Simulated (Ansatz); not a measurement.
in.yaml

```yaml
crystal:
  periodic: [false, false, false]
  atoms:
    - {symbol: Al, position_ang: [0.000000, 0.000000, 0.000000]}
    - {symbol: As, position_ang: [0.000000, 0.000000, 2.582200]}
basis:
  gaussian: {orbitals: cc-pVDZ}
total_charge: 1
magnetization: {spin_polarized: false, initial_magnetization: 1}
correlation: {method: ccsd_t, electrons: outside_noble_gas}
```

```sh
$ ansatz run in.yaml --threads 1 --pin off --events-out ev --progress --plain --max-ram 2393MiB
```

Log:

```
511 factors; integrals over basis functions are off by at most 7.8e-4 eV
mean field evaluation 1: about -67366.4544 eV, gradient 1.7e1 eV
mean field evaluation 2: about -67366.4567 eV, gradient 1.7e1 eV
mean field evaluation 4: about -67368.4768 eV, gradient 4.9e0 eV
mean field evaluation 8: about -67368.7367 eV, gradient 4.4e-4 eV
mean field evaluation 16: about -67368.5000 eV, gradient 3.5e-1 eV
mean field evaluation 32: about -67368.5132 eV, gradient 3.8e-1 eV
mean field evaluation 64: about -67368.8605 eV, gradient 2.1e-4 eV
mean field evaluation 96: about -67363.7865 eV, gradient 2.3e-4 eV
mean field evaluation 128: about -67363.7865 eV, gradient 2.7e-6 eV
mean field evaluation 160: about -67364.2344 eV, gradient 5.0e0 eV
...
mean field evaluation 896: about -67364.9108 eV, gradient 7.6e-2 eV
mean field -67368.89664455 eV, -2475.7612874091 hartree, gradient 1.2e-6 eV, S^2 0.750000; 20 other end points of the search recorded, 0 dependent functions left out
mean field evaluation 928: about -67368.5921 eV, gradient 5.4e-1 eV
mean field evaluation 960: about -67368.6612 eV, gradient 2.3e-1 eV
mean field evaluation 992: about -67368.8561 eV, gradient 1.2e-4 eV
mean field evaluation 1024: about -67368.5547 eV, gradient 3.1e-1 eV
mean field evaluation 1056: about -67368.6756 eV, gradient 1.1e-1 eV
mean field evaluation 1088: about -67370.3137 eV, gradient 6.8e-2 eV
mean field evaluation 1120: about -67368.9567 eV, gradient 6.3e-4 eV
determinant -67368.89664455 eV, -2475.7612874091 hartree, with singles and doubles -67372.60128833 eV, -2475.8974305568 hartree
determinant -67368.86048590 eV, -2475.7599586030 hartree, with singles and doubles -67372.43791570 eV, -2475.8914267233 hartree
determinant -67368.73668830 eV, -2475.7554091251 hartree, with singles and doubles -67372.48191719 eV, -2475.8930437483 hartree
determinant -67368.70232827 eV, -2475.7541464173 hartree, with singles and doubles -67372.47431378 eV, -2475.8927643281 hartree
determinant -67368.50423932 eV, -2475.7468667829 hartree, with singles and doubles -67372.43694592 eV, -2475.8913910848 hartree
determinant -67363.78648181 eV, -2475.5734923919 hartree, with singles and doubles -67368.12289535 eV, -2475.7328526505 hartree
determinant -67368.89664455 eV, -2475.7612874091 hartree, with singles and doubles -67372.49096385 eV, -2475.8933762070 hartree
determinant -67368.86048590 eV, -2475.7599586030 hartree, with singles and doubles -67372.44762193 eV, -2475.8917834209 hartree
determinant -67368.73668830 eV, -2475.7554091251 hartree, with singles and doubles -67372.50440402 eV, -2475.8938701242 hartree
determinant -67368.70232827 eV, -2475.7541464173 hartree, with singles and doubles -67372.51145970 eV, -2475.8941294157 hartree
determinant -67368.50423932 eV, -2475.7468667829 hartree, with singles and doubles -67372.44757713 eV, -2475.8917817742 hartree
mean field evaluation 1152: about -67368.7367 eV, gradient 9.9e-7 eV
unrestricted determinant -67370.56212296 eV, -2475.8224926116 hartree, S^2 1.8305
19 core orbitals not correlated: weight in the atoms' cores, before any rotation towards them, 1.000 or more for the frozen orbitals, at most 0.000 for the correlated occupied ones
reference -67368.73668830 eV, -2475.7554091251 hartree; 4, 3 occupied and 22, 23 virtual orbitals, 511 factors
second order -2.78528480 eV of doubles, -0.10875529 eV of singles
cycle   1  -3.76771641 eV  change   -6.9e-7 eV  update   3.4e-6
perturbative correction -0.18628324 eV, -0.0068457827 hartree
WARN: in the space of 8 natural orbitals, full CI finds another state of this spin 0.501 eV below this run's state, or below the method's energy where it doesn't find this run's state
Total energy: -67372.69068795 eV, -2475.9007159322 hartree
```

Ran on 1 thread of Intel Xeon, shared host: 98 s wall, 0.11 GiB peak host memory.
